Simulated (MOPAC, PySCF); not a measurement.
C4H8, SMILES `C1CCC1`, neutral singlet in the gas phase. 

Z-matrix (Å, degrees):
```
C
H 1 1.0911
H 1 1.0925 2 108.58
C 1 1.5410 2 118.12 3 -127.84
H 4 1.0911 1 118.12 2 97.92
H 4 1.0925 5 108.58 1 127.84
C 1 1.5410 2 118.12 3 127.84
H 7 1.0911 1 118.12 2 -97.92
H 7 1.0925 8 108.58 1 -127.84
C 7 1.5410 8 118.12 9 -127.84
H 10 1.0911 7 118.12 8 97.92
H 10 1.0925 11 108.58 7 127.84
```
Charge 0, multiplicity 1.

All levels are single points at this geometry (PBE0-D3(BJ)/def2-TZVP); Pople sets use spherical d functions. Orbital energies aren't observables, and empty levels follow the basis.

B3LYP/3-21G in PySCF gives dipole (D) = 0.00.

Question: Estimate the dipole (D) from each of these levels: PBE-D3(BJ)/def2-TZVP in PySCF; PBE0-D3(BJ)/def2-TZVP in PySCF; B3LYP/6-311+G** in PySCF; B3LYP/6-31G* in PySCF; SVWN5/6-31G* in PySCF; HF/3-21G in PySCF; HF/6-31G* in PySCF; HF/STO-3G in PySCF; AM1 in MOPAC; PM3 in MOPAC; PM6 in MOPAC; PM7 in MOPAC.

Answer: 
| level | dipole (D) |
|---|---|
| PBE-D3(BJ)/def2-TZVP in PySCF | 0.00 |
| PBE0-D3(BJ)/def2-TZVP in PySCF | 0.00 |
| B3LYP/6-311+G** in PySCF | 0.00 |
| B3LYP/6-31G* in PySCF | 0.00 |
| SVWN5/6-31G* in PySCF | 0.00 |
| HF/3-21G in PySCF | 0.00 |
| HF/6-31G* in PySCF | 0.00 |
| HF/STO-3G in PySCF | 0.00 |
| AM1 in MOPAC | 0.00 |
| PM3 in MOPAC | 0.00 |
| PM6 in MOPAC | 0.00 |
| PM7 in MOPAC | 0.00 |
